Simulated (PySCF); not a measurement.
**Shifts of the heteroatoms**

Molfile (atoms numbered from 1):
```
C4H4O2
     RDKit          3D

 10 10  0  0  0  0  0  0  0  0999 V2000
    2.4106   -0.6568    0.6046 O   0  0  0  0  0  0  0  0  0  0  0  0
    1.2842   -0.3777    0.3226 C   0  0  0  0  0  0  0  0  0  0  0  0
    0.6579    0.9485    0.0987 C   0  0  0  0  0  0  0  0  0  0  0  0
   -0.6317    0.7611   -0.1913 C   0  0  0  0  0  0  0  0  0  0  0  0
   -0.9148   -0.7051   -0.1744 C   0  0  0  0  0  0  0  0  0  0  0  0
    0.3098   -1.3181    0.1480 O   0  0  0  0  0  0  0  0  0  0  0  0
    1.2156    1.8800    0.1773 H   0  0  0  0  0  0  0  0  0  0  0  0
   -1.3852    1.5192   -0.4113 H   0  0  0  0  0  0  0  0  0  0  0  0
   -1.2703   -1.0745   -1.1528 H   0  0  0  0  0  0  0  0  0  0  0  0
   -1.6762   -0.9766    0.5786 H   0  0  0  0  0  0  0  0  0  0  0  0
  1  2  2  0
  2  3  1  0
  3  4  2  0
  4  5  1  0
  5  6  1  0
  6  2  1  0
  3  7  1  0
  4  8  1  0
  5  9  1  0
  5 10  1  0
M  END
```

Fast rotation and ring inversion assumed for equivalent nuclei, isolated molecule, non-relativistic Hamiltonian, one conformer. J: B3LYP/pcJ-1 (without the spin–dipole term); σ from GIAO-PBE0/pcSseg-1; coordinates at the PBE0-D3(BJ)/def2-SVP level; PySCF 2.14.

Predict the ¹⁷O NMR data.

## Answers


```csv
atoms,environment,σ (ppm),δ (ppm)
O1,ester carbonyl oxygen,-85.6,340.4
O6,ester alkoxy oxygen,121.3,155.9
```

Shieldings were converted by a linear fit to measured shifts: ¹⁷O (scatter 13.4 ppm rms, 14.2 ppm with the 1 outlier that the fit left out vs liquid water, solution or neat liquid). A few per cent of atoms miss by over 2 rms, more outside the fitted compound classes. Couplings are scaled by factors fitted to measured values: ²J(H,H) × 0.91 (rms 0.6 Hz), ³J(H,H) × 0.91 (rms 0.4 Hz, 0.5 with 2 outliers); all others are unscaled and can be 10–30 % off.

Couplings (the largest are listed; each averaged over equivalent pairs; quadrupolar broadening usually hides them): ¹J(C2,O6) = 32.1 Hz, ¹J(O1,C2) = 24.5 Hz, ¹J(C5,O6) = 23.2 Hz, ²J(O6,H9) = -7.2 Hz, ²J(C3,O6) = -7.1 Hz, ²J(O1,C3) = -3.0 Hz, ²J(C4,O6) = 1.8 Hz, ³J(O6,H7) = -2.2 Hz.

On a 600 MHz spectrometer ¹⁷O resonates near 81.3 MHz, so 1 ppm is 81.3 Hz.
